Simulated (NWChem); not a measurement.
C₃H₄ cation, doublet; SMILES of the neutral closed-shell parent C=C=C

```xyz
7

C      0.0000    -1.3255     0.0000
C      0.0000     0.0000     0.0000
C      0.0000     1.3255     0.0000
H     -0.8666    -1.9021    -0.3920
H      0.8666    -1.9021     0.3920
H      0.8666     1.9021    -0.3920
H     -0.8666     1.9021     0.3920
```
Atoms are numbered in this order, from 1.

All runs: NWChem. Pople sets run with spherical d functions. Spin-unrestricted. In the optimisation the excess spin sits in b3 (D2, its own frame). Geometry: optimised at PBE-D3(BJ)/def2-SVP, spin-unrestricted. The spin multiplicity was typed, not searched, and may not be the lowest. No stability test was run on the SCF state. Level: PBE0/6-31G* with SMD (1 M gas to 1 M solution), gas-phase geometry. Reactions with the solvent are ignored.

```csv
solvent,dielectric constant,solvation free energy (kcal/mol),cavity-dispersion-structure term (kcal/mol)
water,78.4,-63.7,3.7
cyclohexanone,15.6,-62.9,1.0
chlorobenzene,5.70,-56.6,-0.3
ethyl acetate,5.99,-56.5,0.3
acetonitrile,35.7,-65.8,0.6
anisole,4.22,-51.9,0.2
tetrahydrofuran,7.43,-58.5,0.6
```
